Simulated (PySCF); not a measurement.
## Dipole moment and polarisability of `FC1CCC1`

Species: C4H7F.
Structure used (PBE0-D3(BJ)/def2-SVP), in Å, numbered top down from 1:
```
atom  x, y, z in Å
F1    -0.4932    1.7238   -1.3389
C2    -0.2998    0.9743   -0.2140
C3     1.0464    0.2660   -0.0660
C4     0.2717   -0.9245    0.5346
C5    -1.0016   -0.3818   -0.1457
H6    -0.5333    1.6049    0.6618
H7     1.4378    0.0226   -1.0658
H8     1.8377    0.7500    0.5247
H9     0.6027   -1.9374    0.2660
H10    0.2089   -0.8610    1.6315
H11   -1.1106   -0.7835   -1.1648
H12   -1.9666   -0.4532    0.3768
```

Level: CAM-B3LYP/def2-SVPD (PySCF), static field, nuclei fixed, core orbitals frozen in the response. The polarisability tensor in these axes (au):

```
x   48.53  0.34  0.85
y    0.34 47.87 -2.27
z    0.85 -2.27 45.36
```

Q: Give the principal values, the mean and the anisotropy Δα = √{½[(α1 − α2)² + (α2 − α3)² + (α1 − α3)²]}.

A: Principal values 43.85, 48.68 and 49.24 au; mean 47.25 au = 7.00 Å³ = 7.79 × 10⁻⁴⁰ C²·m²/J; Δα = 5.13 au (11 % of the mean).

Q: What is the dipole moment, and where does it point?

A: (0.35, -1.27, 1.46) D, 1.96 D in size, pointing from the negative to the positive side. Measured along this direction, the outermost atoms are F1 at the negative end and H10 at the positive end.

Q: How large is μ²/3kT at 400 K beside α?

A: In Gaussian units μ²/3kT = 23.25 Å³ against 7.00 Å³, a ratio of 3.32; the Debye molar polarisation (4π/3)N_A(α + μ²/3kT) is 76.3 cm³/mol, leaving out the vibrational part.

Q: Find the Langevin capture rate constant for H3O+ (19.018 u) meeting this molecule (74.053 u), k = 2.342 × 10⁻⁹ cm³/s × √(α in Å³ / reduced mass in u).

A: The reduced mass is 15.13 u, so k = 1.59 × 10⁻⁹ cm³/s. The formula leaves out the permanent dipole, which adds to the capture rate.

Q: Along which axes do the principal values lie, and how far do the nuclei extend along each?

A: Largest value along (-0.24, 0.81, -0.53), where the nuclei span 4.09 Å; middle along (0.95, 0.30, 0.04), 3.99 Å; least along (-0.19, 0.50, 0.85), 2.62 Å. 

Isolated species at its PBE0-D3(BJ)/def2-SVP geometry (one conformer only).

These values come from a run that also computed excited states and ΔSCF ions. The run took 1.7 min on one thread, x86-64 server, shared host.
